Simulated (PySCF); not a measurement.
Compound: C4H9P.
Atom-mapped SMILES: `[CH3:1][CH2:2][P:3]1[CH2:4][CH2:5]1` (hydrogens: H6, H7, H8 on C1; H9, H10 on C2; H11, H12 on C4; H13, H14 on C5)

Structure used (PBE0-D3(BJ)/def2-SVP), in Å, numbered top down from 1:
```xyz
14
C4H9P angstrom
C     -2.1025    0.0482    0.0162
C     -0.8076   -0.5165   -0.5502
P      0.4568   -0.8428    0.7834
C      1.3931    0.7563    0.7309
C      2.0081   -0.3324   -0.0904
H     -1.9367    1.0285    0.4901
H     -2.8610    0.1801   -0.7712
H     -2.5317   -0.6175    0.7820
H     -0.3832    0.1595   -1.3113
H     -0.9979   -1.4797   -1.0539
H      0.9257    1.5962    0.2062
H      1.8988    1.0493    1.6566
H      1.9681   -0.2427   -1.1808
H      2.9345   -0.7890    0.2726
```

All values: wB97X-D/def2-SVPD (PySCF, non-relativistic), on one gas-phase PBE0-D3(BJ)/def2-SVP geometry that isn't relaxed in the solvent. The solvent is an IEF-PCM continuum (van der Waals radii × 1.2), and excitations are vertical TDDFT with non-equilibrium linear response and a frozen core. Specific hydrogen bonds and non-electrostatic terms are outside this model.

Gas-phase singlets (H = HOMO, L = LUMO):

| state | E (eV) | λ (nm) | f | leading configurations |
| --- | --- | --- | --- | --- |
| S1 | 6.523 | 190 | 0.038 | H→L 78%, H→L+1 10% |
| S2 | 6.934 | 179 | 0.014 | H→L+2 40%, H-1→L 28%, H→L+1 15% |
| S3 | 7.123 | 174 | 0.018 | H-1→L+2 61%, H-1→L+1 17% |
| S4 | 7.455 | 166 | 0.137 | H→L+1 60%, H-1→L 14% |
| S5 | 7.585 | 163 | 0.201 | H→L+2 38%, H-1→L 37% |

Q: Give the list for chloroform (ε = 4.711), n² = 2.09.

A: 
```json
{"state": "S1", "E (eV)": "6.481", "λ (nm)": "191", "f": "0.058", "leading configurations": "H→L 84%", "change by rank (eV)": "-0.042"}
{"state": "S2", "E (eV)": "6.895", "λ (nm)": "180", "f": "0.025", "leading configurations": "H→L+1 44%, H-1→L 34%, H→L+2 8%", "change by rank (eV)": "-0.039"}
{"state": "S3", "E (eV)": "7.089", "λ (nm)": "175", "f": "0.023", "leading configurations": "H-1→L+1 64%, H-1→L+2 16%", "change by rank (eV)": "-0.034"}
{"state": "S4", "E (eV)": "7.381", "λ (nm)": "168", "f": "0.500", "leading configurations": "H-1→L 46%, H→L+1 38%", "change by rank (eV)": "-0.074"}
{"state": "S5", "E (eV)": "7.657", "λ (nm)": "162", "f": "0.061", "leading configurations": "H→L+2 45%, H→L+6 15%, H→L+3 15%", "change by rank (eV)": "+0.072"}
```

Q: The ground-state energy changes by -0.073 eV from gas to chloroform. By how much does the total energy of gas-phase S1 change?

A: E(S1) = E(S0) + excitation energy, so it changes by -0.073 − 0.042 = -0.115 eV: it is lowered more than the ground state, which is what a red shift means. This is the vertical state, with the slow part of the continuum still set for S0.

Q: How do the frontier levels move from gas to chloroform?

A: 
```
orbital  gas (eV)  solvent (eV)  change (eV)                   Löwdin shares, gas               Löwdin shares, solvent
 LUMO+2      2.61          2.74        +0.13  C4 20 %, C5 17 %, P3 16 %, H11 11 %  C5 19 %, C4 14 %, H13 11 %, H11 9 %
 LUMO+1      2.55          2.61        +0.06  P3 18 %, C2 18 %, C1 13 %, H10 10 %   P3 30 %, C2 15 %, C1 12 %, C4 10 %
   LUMO      2.21          2.23        +0.02   P3 26 %, C1 14 %, C5 12 %, C4 10 %   P3 30 %, C5 14 %, C1 11 %, C4 11 %
   HOMO     -8.85         -8.89        -0.04   P3 57 %, C2 13 %, C4 12 %, C5 11 %   P3 56 %, C2 13 %, C4 12 %, C5 11 %
 HOMO-1     -9.28         -9.25        +0.03    P3 35 %, C5 23 %, C4 22 %, C2 5 %    P3 35 %, C5 22 %, C4 22 %, C2 5 %
 HOMO-2    -10.58        -10.50        +0.08   C2 21 %, P3 18 %, C5 18 %, C4 17 %   C2 21 %, P3 18 %, C5 17 %, C4 17 %
 HOMO-3    -11.83        -11.68        +0.15   C1 28 %, C2 22 %, H8 12 %, H6 11 %   C1 28 %, C2 22 %, H8 12 %, H6 11 %
```

The HOMO–LUMO gap goes from 11.06 to 11.12 eV. Rows go by rank; for LUMO, LUMO+1 and LUMO+2 the atom shares or the degeneracy differ between the runs, so the row needn't follow one orbital.

Note: wB97X-D ran without an empirical dispersion term, which enters the total energy and its gradient alone.
